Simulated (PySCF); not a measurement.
# Predicted spectroscopic data

PySCF calculation with J: B3LYP/pcJ-1, shielding tensors at PBE0/pcSseg-1 (GIAO) and geometry: PBE0-D3(BJ)/def2-SVP; one computed conformer, isolated molecule, one averaged value for each set of equivalent atoms, relativity neglected.

Chemical shifts δ = σref − σ; TMS for ¹H (31.27 ppm) and ¹³C (184.41 ppm), all at this level. Multiplet labels drop J under 1 Hz and among equivalent protons, and merge close values. Unscaled 3J(H,H) run several per cent high. Vicinal couplings that depend on rotamer populations or ring flexing (ring, CH–CH, X–H and H–F types) are those of the one conformer. Shifts are as computed. Against solution values, carbons near 30 ppm lie about +2 ppm off and those near 130 ppm about +5 ppm. Of 1211 compounds with measured shifts, 218 miss one by over three times the rms of a fit or turn the order of signals round; such compounds aren't used in these exercises. Across acyclic CH2–CH2 and CH–CH2 bonds, 3J(H,H) assumes equally populated rotamers. For the larger molecules the spin–dipole term is left out of H,H and C,H couplings. OH and NH positions are gas-phase values without hydrogen bonding to other molecules.

**1.** Cyclopropanone (C1(=O)CC1, C$_{3}$H$_{4}$O). ¹H NMR (500 MHz, computed): δ 1.41 (s, 4H). ¹³C{¹H} NMR (computed): δ 213.4, 3.8.

**2.** cyclobutanemethanol, C$_{5}$H$_{10}$O. ¹H NMR (500 MHz, computed): δ 3.43 (d, J = 6.9 Hz, 2H), 2.35 (m, 1H), 1.88 (m, 1H), 1.83 (m, 2H), 1.66 (m, 1H), 1.35 (m, 2H), 0.02 (br s, 1H). ¹³C{¹H} NMR (computed): δ 71.9, 39.0, 26.4, 20.0.
